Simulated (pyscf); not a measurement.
Single points on ωB97X-D3(BJ)/def2-SVP structures (PySCF, gas phase).

### Question
Estimate the classical barrier height and the reaction energy of :HSi–PH₂ [singlet] + PH₃ → HP=SiH–PH₂ + H₂ at ωB97M-D3(BJ)/def2-TZVP. The step runs on the singlet surface, breaks H–P, H–P and forms P–Si, H–H; take the separated reactants as zero.

### Answer
ΔE‡ = 24.2 kcal/mol, ΔE = -12.5 kcal/mol. Zero-point energy shifts the barrier by +0.3 kcal/mol. It is a concerted two-bond exchange, with an imaginary mode of 948i cm⁻¹. On the reactant side the descent ends in an adduct with a P–Si contact, 26.2 kcal/mol under the separated species and 45.2 kcal/mol under the saddle at ωB97X-D3(BJ)/def2-TZVP. What is counted as formed (P–Si) is already present as a longer contact in the reactant adduct; forming that adduct is a step of its own. At ωB97X-D3(BJ)/def2-TZVP the barrier from the zero used here is 19.0 kcal/mol. The same reactants have a lower exit, to H₂P–SiH₂–PH₂ (barrier +4.0 kcal/mol at ωB97M-D3(BJ)/def2-TZVP, against +24.2 kcal/mol here). :HSi–PH₂ [singlet] lies 11.4 kcal/mol over its isomer H₂Si=PH (electronic energy, ωB97M-D3(BJ)/def2-TZVP). HP=SiH–PH₂ lies 15.9 kcal/mol over its isomer cyclic H₄P₂Si (SMILES [SiH2]1PP1) (electronic energy, ωB97M-D3(BJ)/def2-TZVP). One saddle was located; it need not be the lowest between these sides.
